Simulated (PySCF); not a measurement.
**2,2,2-trifluoroethylamine (C₂H₄F₃N): a tour of settings**

Aim: see how 2,2,2-trifluoroethylamine (C₂H₄F₃N) (`NCC(F)(F)F`) answers to the choice of functional, basis, grid and SCF options.

The runs use PySCF 2.14.0, with density-fitted response routines of our own; the level of theory stands in each step. All values are computed, except where a source is named. Atoms count from 0, in the outputs and in this text.

### Step 1. Starting geometry

10 atoms, charge 0, multiplicity 1; geometry from: GFN2-xTB.

Bonds of the start (Å): N0–C1 1.45, C1–C2 1.52, C2–F3 1.34, C2–F4 1.34, C2–F5 1.33, N0–H6 1.01, N0–H7 1.01, C1–H8 1.10, C1–H9 1.09.

### Step 2. Shielding tensors: PBE0/pcSseg-1

What the job is given:

```
{"job": {"kind": "nmr", "xc": "PBE0", "basis": "pcSseg-1"}, "charge": 0, "multiplicity": 1}
N     -1.394416    -0.021205     0.100858
C     -0.086674     0.592362     0.062650
C      0.976737    -0.498301     0.069522
F      0.861218    -1.313775    -0.990696
F      2.212552     0.025431     0.011277
F      0.935695    -1.269055     1.157132
H     -2.121871     0.681079     0.135830
H     -1.547535    -0.607416    -0.712213
H      0.118493     1.221431    -0.821434
H      0.054682     1.194104     0.964546
```

Method: GIAO PBE0/pcSseg-1 NMR shielding, non-relativistic, gas phase.

Command:

```console
$ OMP_NUM_THREADS=1 python probes_run.py task.json out
```

This one command runs all jobs of the session in turn.

Standard output:

```text
coarse grid: 8976 points
cycle   1  E = -432.2540959617  dE =  8.601e-01  |g| = 8.834e-01  |ddm| = 2.632e+00
cycle   2  E = -432.1352634327  dE =  1.188e-01  |g| = 1.278e+00  |ddm| = 1.011e+00
cycle   3  E = -432.3855859638  dE = -2.503e-01  |g| = 5.335e-02  |ddm| = 5.974e-01
cycle   4  E = -432.3859583718  dE = -3.724e-04  |g| = 3.090e-02  |ddm| = 5.378e-02
cycle   5  E = -432.3861491583  dE = -1.908e-04  |g| = 5.787e-03  |ddm| = 2.299e-02
cycle   6  E = -432.3861553936  dE = -6.235e-06  |g| = 1.506e-03  |ddm| = 4.372e-03
final grid: 89712 points
cycle   7  E = -432.4375124091  dE = -3.742e-05  |g| = 8.178e-03  |ddm| = 1.857e-02
cycle   8  E = -432.4375033096  dE =  9.099e-06  |g| = 1.105e-02  |ddm| = 1.181e-02
cycle   9  E = -432.4375256173  dE = -2.231e-05  |g| = 5.349e-04  |ddm| = 6.378e-03
cycle  10  E = -432.4375256587  dE = -4.139e-08  |g| = 2.180e-04  |ddm| = 4.387e-04
cycle  11  E = -432.4375256657  dE = -7.022e-09  |g| = 5.234e-05  |ddm| = 1.297e-04
cycle  12  E = -432.4375256662  dE = -4.629e-10  |g| = 1.534e-05  |ddm| = 3.685e-05
converged SCF energy = -432.4375256662

GIAO shielding tensors (ppm)
atom      isotropic    diamagn.    paramagn.     s11        s22        s33       span
  0 N      245.414     313.737     -68.323    204.296    254.143    277.803     73.507
  1 C      136.245     246.386    -110.142    120.936    134.907    152.891     31.955
  2 C       52.283     239.836    -187.553     49.143     52.011     55.696      6.553
  3 F      267.623     473.920    -206.297    177.164    274.361    351.346    174.182
  4 F      258.012     471.920    -213.908    170.126    257.640    346.271    176.146
  5 F      262.197     472.590    -210.392    176.838    266.031    343.722    166.884
  6 H       31.057      29.857       1.200     23.393     27.622     42.156     18.763
  7 H       31.045      30.994       0.051     23.233     30.110     39.794     16.561
  8 H       28.045      29.247      -1.202     23.122     27.788     33.224     10.102
  9 H       28.342      28.691      -0.349     24.661     27.672     32.693      8.031
```

It took 17 s on 1 thread of Arm Neoverse N1, shared host; peak memory 0.55 GiB.

Shifts follow as δ = σ(reference) − σ, with reference shieldings (ppm) from runs at the same level and on the same kind of geometry: 1H TMS 31.72, 13C TMS 186.9, 19F CFCl3 170.9, 15N NH3 267.7. The references are single molecules in the gas phase, so shifts against H2O, NH3, PH3, H3PO4 or CFCl3 are not on the usual liquid scales and can be off by tens of ppm. Atoms listed in one row are averaged.

```csv
atoms,environment,σ (ppm),δ (ppm),δ scaled to CDCl3
C2,CF3 carbon,52.3,134.6,129.5
C1,sp3 CH2 bonded to N,136.2,50.7,47.5
"H8, H9",hydrogen on an sp3 CH2 bonded to N,28.19,3.52,3.43
"H6, H7",hydrogen on an amine nitrogen,31.05,0.67,–
N0,amine nitrogen,245.4,22.3,–
"F3, F4, F5",fluorine of a CF3 group,262.6,-91.7,–
```

The scaled column applies a straight-line fit of computed shieldings to shifts measured in CDCl3, and one for carbons that bear F (root-mean-square error 0.16 ppm for H, 1.9 ppm for C).

Charges from the same density, by scheme (e):

```csv
atoms,Mulliken,IAO,Hirshfeld,ESP fit
N0,-0.46,-0.57,-0.24,-0.92
C1,-0.12,-0.19,-0.05,0.01
C2,0.75,0.81,0.26,0.52
"F3, F4, F5",-0.27,-0.28,-0.10,-0.19
```

Mayer bond orders: N0–C1 1.03, C1–C2 1.01, C2–F3 0.99, C2–F4 1.00, C2–F5 1.02.

### Step 3. Ultraviolet spectrum: PBE0/def2-SVPD

The job, as its differences from that of step 2:

```diff
@@ -1,2 +1,2 @@
-{"job": {"kind": "nmr", "xc": "PBE0", "basis": "pcSseg-1"}, "charge": 0, "multiplicity": 1}
+{"job": {"kind": "uv", "xc": "PBE0", "basis": "def2-SVPD", "nstates": 6, "ntriplets": 2}, "charge": 0, "multiplicity": 1}
 N     -1.394416    -0.021205     0.100858
```

With the program's defaults for keys left out, this is: TDDFT PBE0/def2-SVPD, vertical, gas phase, core orbitals frozen in the response.

Standard output:

```text
coarse grid: 8976 points
cycle   1  E = -432.0043402641  dE =  8.152e-01  |g| = 8.277e-01  |ddm| = 3.783e+00
cycle   2  E = -431.8946629727  dE =  1.097e-01  |g| = 1.188e+00  |ddm| = 2.169e+00
cycle   3  E = -432.1270475466  dE = -2.324e-01  |g| = 5.196e-02  |ddm| = 1.145e+00
cycle   4  E = -432.1274425352  dE = -3.950e-04  |g| = 2.577e-02  |ddm| = 1.067e-01
cycle   5  E = -432.1275793374  dE = -1.368e-04  |g| = 5.959e-03  |ddm| = 4.360e-02
cycle   6  E = -432.1275865673  dE = -7.230e-06  |g| = 1.526e-03  |ddm| = 7.984e-03
final grid: 89712 points
cycle   7  E = -432.1798268663  dE = -3.018e-05  |g| = 8.536e-03  |ddm| = 5.786e-02
cycle   8  E = -432.1798149197  dE =  1.195e-05  |g| = 1.176e-02  |ddm| = 3.397e-02
cycle   9  E = -432.1798417167  dE = -2.680e-05  |g| = 4.656e-04  |ddm| = 1.766e-02
cycle  10  E = -432.1798417550  dE = -3.828e-08  |g| = 1.702e-04  |ddm| = 6.056e-04
cycle  11  E = -432.1798417602  dE = -5.190e-09  |g| = 4.280e-05  |ddm| = 2.407e-04
cycle  12  E = -432.1798417605  dE = -2.999e-10  |g| = 1.649e-05  |ddm| = 5.059e-05
converged SCF energy = -432.1798417605

Static polarisability (au): isotropic 37.770, principal 35.448 36.870 40.992

Singlet excitations
state   eV       nm        f      main configurations
  1   6.6406    186.7   0.01003   H->L 0.96
  2   7.8043    158.9   0.03358   H->L+1 0.81, H->L+2 0.14
  3   8.0178    154.6   0.00560   H->L+2 0.77, H->L+1 0.12
  4   8.5105    145.7   0.05646   H->L+3 0.90
  5   9.0711    136.7   0.00410   H->L+4 0.87
  6   9.3263    132.9   0.00437   H->L+5 0.75, H->L+6 0.14

Triplet excitations (Tamm-Dancoff, eV): 6.3127 7.5598
```

It took 28 s on 1 thread of Arm Neoverse N1, shared host; peak memory 0.7 GiB.

Frontier orbitals and where they lie:

```csv
orbital,eV,atoms
HOMO−3,-11.79,"F5 24 %, C1 23 %, F4 13 %"
HOMO−2,-11.76,"F5 38 %, F3 30 %, F4 28 %"
HOMO−1,-10.85,"C1 24 %, F3 15 %, C2 15 %"
HOMO,-7.65,"N0 66 %, C1 13 %, H8 6 %"
LUMO,0.49,"C1 24 %, H6 18 %, N0 13 %"
LUMO+1,1.37,"F4 18 %, C2 12 %, H9 12 %"
LUMO+2,1.70,"F3 19 %, H7 17 %, H9 13 %"
```

With each of the 6 states as a Gaussian band of 0.4 eV half-width at 1/e, the curve within the window shown has maxima at 187 nm (ε 410), 146 nm (ε 2,400) L/(mol cm). Beyond the last state computed it falls off for lack of states. The curve at chosen wavelengths:

nm, ε (L/mol/cm) and a bar:
```
      129        126 #
      132        267 ###
      135        429 #####
      138        770 #########
      141       1472 ##################
      144       2214 ###########################
      147       2419 ##############################
      150       2114 ##########################
      153       1817 ######################
      156       1734 #####################
      159       1636 ####################
      162       1329 ################
      165        888 ###########
      169        396 ####
      172        212 ##
      175        172 ##
      178        222 ##
      181        308 ###
      184        380 ####
      187        406 #####
      190        378 ####
      193        308 ###
      196        224 ##
      199        147 #
      202         87 #
      205         47
```

Ground-state properties from the same run:

```csv
property,computed
dipole moment (D),3.09
polarisability (Å³),5.60
HOMO–LUMO gap (eV),8.14
−ε(HOMO) (eV),7.65
```

### Step 4. Shielding tensors: KT3/aug-pcSseg-1

The job, as its differences from that of step 3:

```diff
@@ -1,2 +1,2 @@
-{"job": {"kind": "uv", "xc": "PBE0", "basis": "def2-SVPD", "nstates": 6, "ntriplets": 2}, "charge": 0, "multiplicity": 1}
+{"job": {"kind": "nmr", "xc": "KT3", "basis": "aug-pcSseg-1", "pop": false}, "charge": 0, "multiplicity": 1}
 N     -1.394416    -0.021205     0.100858
```

Method: GIAO KT3/aug-pcSseg-1 NMR shielding, non-relativistic, gas phase.

Standard output:

```text
coarse grid: 8976 points
cycle   1  E = -438.1443000263  dE =  8.405e-01  |g| = 1.099e+00  |ddm| = 3.569e+00
cycle   2  E = -437.6948229729  dE =  4.495e-01  |g| = 2.008e+00  |ddm| = 2.121e+00
cycle   3  E = -438.3356675191  dE = -6.408e-01  |g| = 1.003e-01  |ddm| = 1.422e+00
cycle   4  E = -438.3371913207  dE = -1.524e-03  |g| = 6.192e-02  |ddm| = 1.741e-01
cycle   5  E = -438.3380614466  dE = -8.701e-04  |g| = 1.276e-02  |ddm| = 6.077e-02
cycle   6  E = -438.3380893603  dE = -2.791e-05  |g| = 5.000e-03  |ddm| = 1.640e-02
cycle   7  E = -438.3380934450  dE = -4.085e-06  |g| = 9.421e-04  |ddm| = 4.940e-03
final grid: 89712 points
cycle   8  E = -438.4448822007  dE = -1.965e-04  |g| = 3.916e-02  |ddm| = 1.525e-01
cycle   9  E = -438.4444498876  dE =  4.323e-04  |g| = 6.641e-02  |ddm| = 6.449e-02
cycle  10  E = -438.4450927684  dE = -6.429e-04  |g| = 3.162e-03  |ddm| = 4.434e-02
cycle  11  E = -438.4450949870  dE = -2.219e-06  |g| = 4.403e-04  |ddm| = 3.324e-03
cycle  12  E = -438.4450950159  dE = -2.889e-08  |g| = 2.126e-04  |ddm| = 5.967e-04
cycle  13  E = -438.4450950238  dE = -7.899e-09  |g| = 5.340e-05  |ddm| = 2.315e-04
cycle  14  E = -438.4450950243  dE = -4.771e-10  |g| = 1.406e-05  |ddm| = 5.771e-05
converged SCF energy = -438.4450950243

GIAO shielding tensors (ppm)
atom      isotropic    diamagn.    paramagn.     s11        s22        s33       span
  0 N      232.009     310.574     -78.566    198.438    244.485    253.104     54.666
  1 C      133.925     240.544    -106.619    118.589    131.325    151.862     33.273
  2 C       51.778     214.903    -163.126     49.851     51.479     54.004      4.152
  3 F      252.177     479.549    -227.372    161.113    253.618    341.799    180.686
  4 F      241.761     480.375    -238.614    152.296    234.130    338.857    186.561
  5 F      249.726     479.507    -229.781    161.755    251.325    336.098    174.342
  6 H       30.829      32.860      -2.031     23.905     28.049     40.532     16.627
  7 H       30.673      31.459      -0.787     23.318     30.089     38.612     15.294
  8 H       27.603      24.533       3.069     22.835     27.247     32.726      9.892
  9 H       28.287      23.578       4.709     24.888     27.688     32.286      7.397
```

Run time: 40 s. Hardware: 1 thread of Arm Neoverse N1, shared host; peak memory 0.57 GiB.

This run: δ C2 133.5, C1 51.4, N0 24.6, F3 -109.2, H8 3.80, H6 0.99 ppm (means over like atoms).

### Step 5. Ultraviolet spectrum: wB97X-D/def2-TZVP

The job, as its differences from that of step 4:

```diff
@@ -1,2 +1,2 @@
-{"job": {"kind": "nmr", "xc": "KT3", "basis": "aug-pcSseg-1", "pop": false}, "charge": 0, "multiplicity": 1}
+{"job": {"kind": "uv", "xc": "wB97X-D", "basis": "def2-TZVP", "nstates": 1, "ntriplets": 2, "tda": true, "scf": {"conv": 1e-08, "aux": "def2-universal-jkfit"}}, "charge": 0, "multiplicity": 1}
 N     -1.394416    -0.021205     0.100858
```

Method: TDA wB97X-D/def2-TZVP, vertical, gas phase, core orbitals frozen in the response.

Standard output:

```text
final grid: 89712 points
cycle   1  E = -432.7997088274  dE =  9.626e-01  |g| = 1.004e+00  |ddm| = 2.372e+00
cycle   2  E = -432.7677267067  dE =  3.198e-02  |g| = 1.200e+00  |ddm| = 9.502e-01
cycle   3  E = -432.9709443371  dE = -2.032e-01  |g| = 4.962e-02  |ddm| = 4.601e-01
cycle   4  E = -432.9713404207  dE = -3.961e-04  |g| = 2.342e-02  |ddm| = 4.441e-02
cycle   5  E = -432.9714381313  dE = -9.771e-05  |g| = 7.247e-03  |ddm| = 1.877e-02
cycle   6  E = -432.9714490951  dE = -1.096e-05  |g| = 1.519e-03  |ddm| = 5.980e-03
cycle   7  E = -432.9714496621  dE = -5.670e-07  |g| = 5.506e-04  |ddm| = 1.816e-03
cycle   8  E = -432.9714497373  dE = -7.518e-08  |g| = 1.004e-04  |ddm| = 6.284e-04
cycle   9  E = -432.9714497413  dE = -3.934e-09  |g| = 4.688e-05  |ddm| = 2.350e-04
converged SCF energy = -432.9714497413

Static polarisability (au): isotropic 34.539, principal 32.253 33.860 37.506

Singlet excitations
state   eV       nm        f      main configurations
  1   7.0578    175.7   0.00983   H->L 0.97

Triplet excitations (Tamm-Dancoff, eV): 6.7497 8.3426
```

Run time: 35 s. Hardware: 1 thread of Arm Neoverse N1, shared host; peak memory 0.82 GiB.

Key values: HOMO -9.50 eV, LUMO 2.71 eV; lowest singlet 7.06 eV.

### Step 6. Excited states and response: wB97X/def2-SVPD

The job, as its differences from that of step 5:

```diff
@@ -1,2 +1,2 @@
-{"job": {"kind": "uv", "xc": "wB97X-D", "basis": "def2-TZVP", "nstates": 1, "ntriplets": 2, "tda": true, "scf": {"conv": 1e-08, "aux": "def2-universal-jkfit"}}, "charge": 0, "multiplicity": 1}
+{"job": {"kind": "uv", "xc": "wB97X", "basis": "def2-SVPD", "nstates": 6, "ntriplets": 0, "tda": true, "scf": {"guess": "sap", "aux": "def2-qzvpp-jkfit"}}, "charge": 0, "multiplicity": 1}
 N     -1.394416    -0.021205     0.100858
```

Method: TDA wB97X/def2-SVPD, vertical, gas phase, core orbitals frozen in the response.

Standard output:

```text
final grid: 89712 points
cycle   1  E = -429.4180686224  dE =  1.077e+00  |g| = 3.449e+00  |ddm| = 1.240e+02
cycle   2  E = -420.4505822155  dE =  8.967e+00  |g| = 7.463e+00  |ddm| = 1.237e+02
cycle   3  E = -432.2871463604  dE = -1.184e+01  |g| = 1.092e+00  |ddm| = 7.429e+00
cycle   4  E = -432.4620099041  dE = -1.749e-01  |g| = 6.101e-01  |ddm| = 1.758e+00
cycle   5  E = -432.5162444512  dE = -5.423e-02  |g| = 1.141e-01  |ddm| = 8.041e-01
cycle   6  E = -432.5183888946  dE = -2.144e-03  |g| = 3.797e-02  |ddm| = 2.424e-01
cycle   7  E = -432.5187031648  dE = -3.143e-04  |g| = 6.998e-03  |ddm| = 1.544e-01
cycle   8  E = -432.5187139871  dE = -1.082e-05  |g| = 3.006e-03  |ddm| = 2.252e-02
cycle   9  E = -432.5187161575  dE = -2.170e-06  |g| = 5.633e-04  |ddm| = 8.674e-03
cycle  10  E = -432.5187163095  dE = -1.520e-07  |g| = 1.496e-04  |ddm| = 3.052e-03
cycle  11  E = -432.5187163184  dE = -8.880e-09  |g| = 5.656e-05  |ddm| = 5.199e-04
cycle  12  E = -432.5187163195  dE = -1.102e-09  |g| = 2.305e-05  |ddm| = 2.014e-04
cycle  13  E = -432.5187163197  dE = -1.977e-10  |g| = 8.314e-06  |ddm| = 8.022e-05
converged SCF energy = -432.5187163197

Static polarisability (au): isotropic 37.642, principal 35.495 36.780 40.651

Singlet excitations
state   eV       nm        f      main configurations
  1   7.1530    173.3   0.01547   H->L 0.83, H->L+1 0.14
  2   8.6448    143.4   0.02643   H->L+2 0.64, H->L+1 0.15
  3   8.9078    139.2   0.04326   H->L+1 0.45, H->L+5 0.17, H->L+3 0.16
  4   9.3416    132.7   0.05604   H->L+3 0.49, H->L+4 0.34
  5  10.1228    122.5   0.00769   H->L+6 0.30, H->L+7 0.17, H->L+4 0.14
  6  10.2892    120.5   0.00621   H->L+5 0.34, H->L+7 0.16, H->L+8 0.10
```

Run time: 31 s. Hardware: 1 thread of Arm Neoverse N1, shared host; peak memory 0.66 GiB.

In short: HOMO -10.19 eV, LUMO 2.47 eV; lowest singlet 7.15 eV.

### Step 7. Run by run: NMR shifts

Shifts (ppm), means over like atoms, with basis size and wall time:

```csv
run,C2,C1,H8,H6,N0,F3,functions,time
PBE0/pcSseg-1,134.6,50.7,3.52,0.67,22.3,-91.7,122,17 s
KT3/aug-pcSseg-1,133.5,51.4,3.80,0.99,24.6,-109.2,192,40 s
```

### Step 8. Run by run: electronic excitations

Excitations and ground-state properties, with basis size and wall time:

```csv
run,lowest singlet (eV),brightest (eV),f,gap (eV),α (Å³),μ (D),functions,time
PBE0/def2-SVPD,6.64,8.51,0.056,8.14,5.60,3.09,161,28 s
wB97X-D/def2-TZVP,7.06,7.06,0.010,12.21,5.12,3.07,210,35 s
wB97X/def2-SVPD,7.15,9.34,0.056,12.65,5.58,3.12,161,31 s
```

### Step 9. What came out

| quantity | value |
| --- | --- |
| 13C shifts against TMS (PBE0/pcSseg-1) | 134.6, 50.7 ppm |
| 1H shifts against TMS (PBE0/pcSseg-1, means over atoms taken as alike) | 3.52, 0.67 ppm |
| 15N shifts against NH3 (PBE0/pcSseg-1) | 22.3 ppm |
| 19F shifts against CFCl3 (PBE0/pcSseg-1, means over atoms taken as alike) | -91.7 ppm |
| lowest singlet (PBE0/def2-SVPD) | 6.64 eV (187 nm), f = 0.010 |
| brightest single state of those computed | state 4, 8.51 eV, f = 0.056 |
| lowest triplet | 6.31 eV |
| range of the shift of F3 | -109.2 to -91.7 ppm |
| range of the lowest singlet | 6.64 to 7.15 eV |

What this shows: Single values in the summary come from the first run of each kind that ended normally (PBE0/pcSseg-1; PBE0/def2-SVPD), which need not be the best level. H8, H9 (mean) (hydrogen on an sp3 CH2 bonded to N) lies farthest downfield among hydrogen, at 3.52 ppm; its carbon carries N, hence the downfield position. At PBE0/pcSseg-1: The largest span, 172 ppm, is at F3, F4, F5, where the paramagnetic term is -210 ppm. The first singlet state (HOMO→LUMO 0.96) lies at 6.64 eV and is weak; of the 6 states computed, the strongest absorption comes from state 4 at 8.51 eV. The lowest triplet lies 0.33 eV below the lowest singlet (triplets in Tamm-Dancoff, singlets in full TDDFT). States above −ε(HOMO) lie where TDDFT describes them poorly and they hang on the basis; the brightest is among them. Across the 2 runs the shift of F3 (with its like atoms) moves most, between -109.2 (KT3/aug-pcSseg-1) and -91.7 ppm (PBE0/pcSseg-1). The lowest singlet runs from 6.64 eV (PBE0/def2-SVPD) to 7.15 eV (wB97X/def2-SVPD), while the orbital gap spans 8.14 to 12.65 eV. The lowest state need not be the same one in every run. The runs solved for a few states only, so the brightest column depends on that window.
